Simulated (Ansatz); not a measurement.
Basis-set extrapolation for `CC(C)CCO` (PBE0-D4/def2-TZVP geometry, frozen core, Ansatz). Multiplicity 1, RHF reference.

```tsv
	def2-TZVPP	def2-QZVPP
HF	-271.292967	-271.305865
MP2 correlation	-1.126042	-1.200497
CCSD(T) correlation	-1.229982	not run
```

Energies in hartree. Use E(X) = E(∞) + A·exp(−7.88·√X) for Hartree–Fock and E(X) = E(∞) + B·X^(−2.97) for correlation, with X = 3 and 4, and add CCSD(T) minus MP2 of the smaller set to the MP2 limit.

**Question.** What is the CCSD(T) energy at the basis-set limit?

**Answer.** HF limit: -271.305865 + (-0.012898) × 0.13774 = -271.30764. MP2 limit: -1.200497 + (-0.074455) × 0.74074 = -1.25565. Higher-order term: -1.229982 − (-1.126042) = -0.10394. Total: -272.66723 hartree, 378.8 kJ/mol below CCSD(T)/def2-TZVPP.
